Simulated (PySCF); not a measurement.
Compound: tetrahydrothiophen-3-one, C₄H₆OS.
Cartesian coordinates in Å at the GFN2-xTB level; atoms count from 1:
```
atom  x, y, z in Å
O1     1.185   -1.715    0.995
C2     0.669   -0.805    0.408
C3    -0.782   -0.754   -0.022
C4    -1.168    0.694   -0.244
S5     0.303    1.482   -0.989
C6     1.415    0.448   -0.001
H7    -0.846   -1.314   -0.960
H8    -1.415   -1.251    0.713
H9    -1.392    1.202    0.695
H10   -2.001    0.820   -0.932
H11    1.732    0.991    0.894
H12    2.302    0.201   -0.583
```

NICS is the negative of the GIAO shielding at a point without a nucleus: at the ring centre (0) and 1 Å above and below it (1); zz is the component along the ring normal. Level: GIAO PBE0/pcSseg-1 (PySCF, non-relativistic, gas phase) on the GFN2-xTB geometry, one conformer.

Ring bond lengths (Å), with Mayer bond orders in brackets: C2–C3 1.514 (0.98), C3–C4 1.515 (1.01), C4–S5 1.828 (0.98), S5–C6 1.812 (1.00), C6–C2 1.515 (0.95).

**Question.** Give the NICS values of each ring in ppm.

**Answer.** 
```json
{"ring": "C2–C3–C4–S5–C6", "type": "5-membered ring with S; formal bonds all single", "NICS(0)": "-2.2", "NICS(1), two faces": "-3.1 / -2.9", "NICS(1)zz, two faces": "-2.0 / -4.0", "rms pucker (Å)": "0.18", "centre to ring atoms, mean (Å)": "1.37"}
```

**Question.** What can be read from them?

**Answer.** 
- C2–C3–C4–S5–C6: mean NICS(1)zz -3.0 ppm, near zero. C3, C4, C6 have four or more neighbours, so the value isn't read as a sign of a π ring current.

**Question.** At the second NICS(1) probe listed for ring C2–C3–C4–S5–C6, 1 Å off the ring, what do the in-plane components average?

**Answer.** The isotropic value is a third of the trace: (3 × -2.9 − (-4.0))/2 = -2.3 ppm.

**Question.** List the ring angles and the Hirshfeld charges of the ring atoms.

**Answer.** 
- C2–C3–C4–S5–C6: C2 111.5° (+0.173 e), C3 108.6° (-0.081 e), C4 105.5° (-0.072 e), S5 91.5° (-0.019 e), C6 108.5° (-0.087 e); sum 525.5° against 540° for a flat convex ring.

**Question.** What are the shieldings of the ring atoms and their hydrogens in the same run (means over atoms taken as equivalent)?

**Answer.** 
| atoms | environment | σ isotropic (ppm) | principal values of the symmetric part, first atom (ppm) |
| --- | --- | --- | --- |
| C2 | ketone carbonyl carbon | -31.1 | -105.9, -41.2, 53.9 |
| C3 | sp3 carbon next to a carbonyl | 143.9 | 129.1, 140.1, 162.5 |
| C4 | sp3 carbon bound to sulfur | 154.9 | 131.3, 158.7, 174.9 |
| S5 | sulfide sulfur | 540.8 | 358.5, 476.6, 787.3 |
| C6 | sp3 carbon bound to sulfur | 146.6 | 128.0, 143.1, 168.7 |
| H7 (×2) | methylene hydrogen | 29.32 | 25.8, 27.2, 35.0 |
| H9 (×2) | methylene hydrogen | 28.79 | 22.5, 27.4, 36.0 |
| H11 (×2) | methylene hydrogen | 28.47 | 22.6, 27.1, 35.3 |
